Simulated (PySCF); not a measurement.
Homolysis of single bonds, series C Cl-H. All species are isolated molecules in the gas phase. Strings in code marks are SMILES. All members: neutral, multiplicity 1. Level: TPSSh-D3(BJ)/def2-TZVP // PBE0-D3(BJ)/def2-TZVP (PySCF), beside PBE-D3(BJ)/def2-TZVP // PBE0-D3(BJ)/def2-TZVP (PySCF) at the same geometries. 

```tsv
species	HOMO–LUMO gap, PBE (eV)	HOMO–LUMO gap, TPSSh-D3(BJ) (eV)
`ClC(Cl)(Cl)Cl`	5.07	6.29
`ClC(Cl)Cl`	5.55	withheld
`ClCCl`	6.15	7.46
`CCl`	6.75	8.09
`C`	10.36	11.68
```

Task: Fit y = a + b·x, y being the HOMO–LUMO gap at the first level, to the 4 complete rows by least squares, with x = the PBE value in eV. Give a, b and the rms residual, and predict the withheld value.

Result: Means of the 4 rows: x̄ = 7.0825, ȳ = 8.38 eV. Σ(x − x̄)² = 15.772 and Σ(x − x̄)(y − ȳ) = 15.976, so b = 1.013 and a = ȳ − b·x̄ = 1.205 eV. The rms residual is 0.038 eV. At x = 5.55 the line gives 6.83 eV. The run for `ClC(Cl)Cl` gave 6.79 eV, so the line is off by 0.04 eV, within twice the rms residual.

Codes: PySCF.
